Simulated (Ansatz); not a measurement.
C3H4, singlet: the ladder up to RCCSDTQ

Geometry: MP2(full)/6-31G*, from the G2/97 set.

```csv
atom,x (Å),y (Å),z (Å)
C,0.0000,0.0000,0.1552
C,0.0000,0.0000,1.3734
C,0.0000,0.0000,-1.3062
H,0.0000,0.0000,2.4391
H,0.0000,1.0211,-1.6959
H,0.8843,-0.5106,-1.6959
H,-0.8843,-0.5106,-1.6959
```

Basis 6-31G; Ansatz 0.2.0. Only valence electrons are correlated (noble-gas cores frozen), which leaves 16 electrons in 32 orbitals. Prefix R: restricted or restricted open-shell reference. Active spaces: frontier = (8e, 8o) about the gap.

Full CI isn't at hand for all of this; RCCSDTQ serves as the reference, and is uncertain by about the last step of the cluster series.

The UHF ⟨S²⟩ is 0.000. The T1 diagnostic (RCCSD) is 0.0104 and the largest doubles amplitude (RCCSD) is 0.096.

```csv
level,E − E(RHF) (eV)
RMP2,-7.3896
RCCSD,-8.0922
RCCSD(T),-8.3292
```

Q: Estimate how far RCCSDTQ in 6-31G lies from RCCSD(T). The table doesn't fix it; the size of (T) and the diagnostics are the guide.

A: RCCSDTQ in 6-31G lies 1.31 mEh below RCCSD(T), which is 15 % of the (T) step (-8.71 mEh). The diagnostics are small and one determinant leads, so the series closes fast and only a small part of (T) is left.

The other levels:

| level | E − E(RCCSDTQ) (mEh) | share of correlation (%) | wall time |
| --- | --- | --- | --- |
| CISD | 41.14 | 86.62 | 0.82 s |
| BCCD(T) | 1.34 | 99.56 | 0.55 s |
| RCCSDT | 1.03 | 99.67 | – |
| RCCSDT(Q) | -0.11 | 100.04 | 5.5 s |
| CASSCF (frontier space) | 183.78 | 40.22 | – |
| NEVPT2 (frontier space) | 40.22 | 86.92 | 4.6 s |
| MRCISD (frontier space) | 14.61 | 95.25 | – |
| MRCISD+Q (frontier space) | 1.92 | 99.37 | 6.5 s |

The correlation energy at RCCSDTQ, counted from RHF, is -8.365 eV. That run took 12 s on 2 threads of AMD EPYC 7R13 with a shared H100 80 GB, shared host.

Times hold each run's SCF and search for its determinant on a shared host, so for small cases they say little of a method's own cost; they ran on 1 thread of AMD EPYC 7R13.

Atomization energy (electronic, same basis, no zero-point term; atoms at the same level, unrestricted beside the R rows where the molecule is a closed shell, with restricted open-shell steps beyond CCSDT(Q)) at RCCSDTQ: 2601.0 kJ/mol. Errors of other levels:

| level | error (kJ/mol) |
| --- | --- |
| RHF | -512.1 |
| RMP2 | 16.7 |
| CISD | -103.0 |
| RCCSD | -22.6 |
| RCCSD(T) | -2.3 |
| BCCD(T) | -2.3 |
| RCCSDT | -2.7 |
| RCCSDT(Q) | 0.2 |

This basis is far from its limit, so the value isn't to be set against a measured one. Truncated CI isn't size-consistent, which counts against it in atomization.
